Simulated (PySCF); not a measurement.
# How the method moves the HOMO and LUMO of `O=C(Cl)C1CC1`

Species: C4H5ClO.
Cartesian coordinates in Å at the PBE0-D3(BJ)/def2-SVP level; atoms count from 1:
```
atom  x, y, z in Å
O1     2.2400   -0.4765    0.1631
C2     1.5993    0.2798   -0.4829
Cl3    2.2790    0.9487   -2.0202
C4     0.2440    0.7705   -0.1696
C5    -0.1809    2.1853   -0.4946
C6    -0.7692    1.0576   -1.2547
H7    -0.1178    0.3310    0.7632
H8     0.5551    2.8117   -1.0032
H9    -0.7813    2.6903    0.2655
H10   -1.7953    0.7477   -1.0441
H11   -0.4378    0.9107   -2.2850
```

Basis pcSseg-2 throughout (PySCF), one geometry. The structure is a single PBE0-D3(BJ)/def2-SVP conformer in the gas phase; no vibrational or solvent corrections.

Problem. How do the orbital energies, the gap and the dipole change with the method?

Solution. 
| method | kind | HOMO (eV) | LUMO (eV) | gap (eV) | μ (D) | SCF cycles |
| --- | --- | --- | --- | --- | --- | --- |
| BLYP | GGA | -6.78 | -1.93 | 4.85 | 3.44 | 17 |
| OPBE | GGA | -6.88 | -1.97 | 4.92 | 3.41 | 18 |
| PBE | GGA | -6.90 | -2.07 | 4.84 | 3.42 | 17 |
| BP86 | GGA | -7.00 | -2.15 | 4.85 | 3.45 | 17 |
| LDA | LDA | -7.09 | -2.33 | 4.76 | 3.49 | 16 |
| HF | Hartree–Fock | -11.99 | 2.50 | 14.49 | 3.80 | 12 |

The HOMO spans 5.21 eV, from BLYP down to HF, and the gap runs from 4.76 eV (LDA) to 14.49 eV (HF). The dipole ranges from 3.41 D (OPBE) to 3.80 D (HF). This basis has no diffuse functions.
